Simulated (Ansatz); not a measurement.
# AlFH₂N radical (SMILES [NH2][Al][F]): one structure at several levels

The task here is to estimate one member of a computed series from the others.

Computed with Ansatz 0.2.0, Gaussian basis. Level: single points in def2-TZVPP.

Cores are frozen in the correlated methods. Orbitals are unrestricted.

**The system as given**

SMILES `[NH2][Al][F]`, 5 atoms, charge 0, spin multiplicity 2.

Atoms are counted from 1 here; the program's logs count them from 0.

Bond lengths: N1–Al2 1.835 Å, N1–H4 1.038 Å, N1–H5 0.909 Å, Al2–F3 1.672 Å. Angles: Al2–N1–H4 113.9°, Al2–N1–H5 134.4°, H4–N1–H5 103.0°, N1–Al2–F3 137.5°.

As a file:

```
N    -0.26070    0.50650   -0.44670
Al    0.53600   -0.55980    0.81590
F     1.45600   -1.95510    0.84710
H    -0.51190    1.45210   -0.10150
H    -0.86530    0.36330   -1.11040
```

The first run:

The input, run/in.yaml:

```yaml
crystal:
  periodic: [false, false, false]
  atoms:
    - {symbol: N, position_ang: [-0.260700, 0.506500, -0.446700]}
    - {symbol: Al, position_ang: [0.536000, -0.559800, 0.815900]}
    - {symbol: F, position_ang: [1.456000, -1.955100, 0.847100]}
    - {symbol: H, position_ang: [-0.511900, 1.452100, -0.101500]}
    - {symbol: H, position_ang: [-0.865300, 0.363300, -1.110400]}
basis:
  gaussian: {orbitals: def2-TZVPP}
magnetization: {spin_polarized: true, initial_magnetization: 1}
correlation: {method: ccsd_t}
scf: {omitted_lower_state_checks: [cluster_reference]}
output: {forces: true}
```

The command line of these runs was not kept.

Steps of the session up to this table: CCSD(T)/def2-TZVPP; PBE0-D4/def2-TZVPP; wB97M-V/def2-TZVPP; r2SCAN-D4/def2-TZVPP; PBE-D4/def2-TZVPP; B97M-V/def2-TZVPP; SPW92/def2-TZVPP.

One table of the session follows, with a row left open; its other results are not shown here.

```
   method  RMS force component (eV/Å)  angle to CCSD(T) forces (°)  dipole (D)
  CCSD(T)                       2.447                    reference        2.38
  PBE0-D4                       2.467                          1.2        2.44
  wB97M-V                       2.444                          1.7        2.41
r2SCAN-D4                       2.450                          0.9        2.42
   PBE-D4                       2.524                          4.4        2.41
   B97M-V                       2.397                          2.8        2.39
    SPW92                           ?                            ?           ?
```

Q: Estimate the row for SPW92 from the others.

As computed: RMS force component (eV/Å): 2.626; angle to CCSD(T) forces (°): 4.3; dipole (D): 2.50. In the column «RMS force component (eV/Å)» it is the highest.
